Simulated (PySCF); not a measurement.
Compound: 3-chloropropanal, C3H5ClO.
Structure used (GFN2-xTB), in Å, numbered top down from 1:
```xyz
10
C3H5ClO angstrom
O      1.848    0.751    0.628
C      1.447   -0.198    0.021
C      0.007   -0.492   -0.295
C     -0.925    0.577    0.251
Cl    -2.619    0.188   -0.149
H      2.140   -0.968   -0.370
H     -0.093   -0.575   -1.381
H     -0.242   -1.471    0.122
H     -0.701    1.550   -0.186
H     -0.853    0.641    1.336
```

Jobs on this species (10 atoms, 48 electrons) with PySCF (density fitting). Hardware of each: an Arm Neoverse V1 with one thread (shared host). Times come from a shared host and carry two figures at best.

| level and settings | work | basis functions | SCF cycles | wall time |
| --- | --- | --- | --- | --- |
| PBE0/pcSseg-1 | shieldings, charges and field gradients | 117 | ? | ? |
| delta-SCF UKS SCAN, pcX-2 on the ionised atom, pcseg-1 elsewhere, spin-free X2C | ΔSCF core ionisation, 6 holes | 141 | 108 | 33 s |
| CAM-B3LYP/def2-SVPD | 8 singlets by full TDDFT, 3 Tamm–Dancoff triplets, polarisability | 150 | 13 | 15 s |

Problem. Fill in the missing figures.

Solution. 
- PBE0/pcSseg-1; shieldings, charges and field gradients: 8.5 s, 14 SCF cycles

Problem. What do all jobs in the table cost together?

Solution. About 56 s; the longest takes about 58 % of that, and about 3.9 times as long as the shortest.
